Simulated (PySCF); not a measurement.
Isomers of C2H2O. Gas-phase values, no solvent. Strings in code marks are SMILES.

Level of theory: PySCF 2.14.0 with ωB97X-D3(BJ)/def2-TZVP // PBE0-D3(BJ)/def2-TZVP. All candidates: neutral, multiplicity 1. Delta-SCF ions had no search for a lower state. Excitations are Tamm–Dancoff values on a coarser integration grid. The basis has no diffuse functions, so Rydberg states are missing or too high.

- vertical ionisation energy (Delta-SCF): 9.82 eV
- S1 excitation (TDA): 4.01 eV
- dipole moment: 1.43 D

### Question
Say which member has these values.
A. `C#CO`
B. `C1=CO1`
C. `C=C=O`

### Answer
C, `C=C=O`. The others give `C#CO`: 10.07 eV, 6.56 eV, 1.75 D; `C1=CO1`: 8.65 eV, 4.42 eV, 2.41 D
